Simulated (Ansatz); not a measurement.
This geometry of BFH$_{4}$O (7 atoms, charge 0, multiplicity 1) is a first-order saddle point.

The calculation used Ansatz 0.2.0, RKS B3LYP-D4/6-31G*.

```xyz
7
Properties=species:S:1:pos:R:3
B 0.069 -0.270 -0.075
F -0.046 0.104 1.554
H 1.121 0.151 -0.439
H -0.958 0.047 -0.595
O 0.133 -1.715 0.361
H -0.703 -2.171 0.178
H 0.027 -0.999 1.459
```

Which two structures does it join? (They come from a converged band through this point; their orientation in space is the band's.)

Bonds broken: B1–F2, O5–H7. Bonds formed: F2–H7. BFH4O becomes BH3O + FH.

Initial state:

```xyz
7
Properties=species:S:1:pos:R:3
B -0.007 0.027 0.053
F -0.380 0.484 1.293
H 1.148 0.188 -0.243
H -0.858 0.051 -0.798
O 0.029 -1.751 0.355
H -0.873 -1.989 0.637
H 0.584 -1.863 1.148
```

Final state:

```xyz
7
Properties=species:S:1:pos:R:3
B 0.030 -0.414 -0.498
F 0.088 -0.088 2.358
H 1.080 0.147 -0.517
H -0.955 -0.002 -1.042
O 0.000 -1.613 0.162
H -0.877 -2.027 0.135
H 0.275 -0.857 1.846
```

How far does it lie above each of them?

83.5 kJ/mol above the first and 39.7 kJ/mol above the second. This is the barrier of this one path; another mechanism may lie lower. The orbitals stay closed-shell, which can raise the energy where a bond breaks towards radicals; this wasn't checked here.

Time of the run: 71 s on 1 thread of Arm Neoverse V1, with other jobs on the host, peak memory 0.086 GiB.
